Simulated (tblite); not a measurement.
C5H6S.
SMILES with atom numbers: `[CH:1]#[C:2][C:3](=[CH2:4])[S:5][CH3:6]` (hydrogens: H7 on C1; H8, H9 on C4; H10, H11, H12 on C6)

Computed with GFN2-xTB (tblite), gas phase: Langevin dynamics at 600 K from the optimised GFN2-xTB geometry, time step 0.5 fs, friction 0.01 fs⁻¹, 2000 steps.

Start geometry:
```
atom  x, y, z in Å
C1     -1.000    1.387    1.269
C2     -0.866    0.495    0.476
C3     -0.656   -0.544   -0.453
C4     -1.657   -1.215   -1.024
S5      1.032   -0.948   -0.852
C6      1.968    0.248    0.143
H7     -1.155    2.158    1.964
H8     -2.683   -0.985   -0.795
H9     -1.465   -2.003   -1.730
H10     3.015    0.055   -0.069
H11     1.763    0.092    1.198
H12     1.705    1.259   -0.153
```

The statistics below take the 31 frames saved every 25 fs from 250 to 1000 fs; their kinetic temperature (all 3N coordinates) averages 575 K.

Task: Give the mean, spread and extremes of the bond lengths.

Result: 
| bond | start (Å) | mean (Å) | standard deviation (Å) | shortest (Å) | longest (Å) |
| --- | --- | --- | --- | --- | --- |
| C1≡C2 | 1.201 | 1.208 | 0.018 | 1.171 | 1.240 |
| C2–C3 | 1.409 | 1.421 | 0.034 | 1.359 | 1.484 |
| C3=C4 | 1.334 | 1.336 | 0.027 | 1.292 | 1.406 |
| C3–S5 | 1.782 | 1.799 | 0.061 | 1.663 | 1.947 |
| S5–C6 | 1.815 | 1.832 | 0.060 | 1.716 | 1.985 |
| C1–H7 | 1.049 | 1.057 | 0.025 | 0.998 | 1.106 |
| C4–H8 | 1.076 | 1.076 | 0.034 | 1.025 | 1.144 |
| C4–H9 | 1.075 | 1.084 | 0.038 | 0.988 | 1.155 |
| C6–H10 | 1.086 | 1.096 | 0.039 | 1.033 | 1.194 |
| C6–H11 | 1.086 | 1.102 | 0.048 | 1.017 | 1.224 |
| C6–H12 | 1.086 | 1.096 | 0.042 | 1.011 | 1.176 |

Task: Give the same statistics for bond angles, one of each kind among heavy atoms.

Result: 
| angle | start (°) | mean (°) | standard deviation (°) | smallest (°) | largest (°) |
| --- | --- | --- | --- | --- | --- |
| C1–C2–C3 | 177.8 | 167.3 | 6.1 | 153.6 | 176.5 |
| C2–C3–C4 | 122.8 | 122.5 | 5.2 | 110.5 | 132.7 |
| C2–C3–S5 | 117.1 | 117.1 | 5.2 | 105.7 | 127.5 |
| C4–C3–S5 | 120.1 | 119.1 | 3.9 | 113.0 | 128.9 |
| C3–S5–C6 | 102.5 | 103.6 | 5.2 | 89.4 | 115.7 |

Task: Follow the torsion C2–C3–S5–C6 through every second one of these frames.

Result: 
```
t (fs)  C2–C3–S5–C6 (°)
   250              -21
   300              -28
   350              -14
   400               -4
   450              -23
   500              -18
   550                6
   600               -3
   650              -26
   700              -23
   750              -31
   800              -44
   850              -35
   900              -41
   950              -47
  1000              -36
```

Largest departure from the start value over all these frames: C2–C3–S5–C6 46° (start -1°).

The run is classical and short, so these are rough statistics of one trajectory.

The cost below is that of the whole dynamics run. The run took 9.4 s of wall time on Arm Neoverse V1, one thread (shared host), and the process peaked at 0.18 GiB of memory.
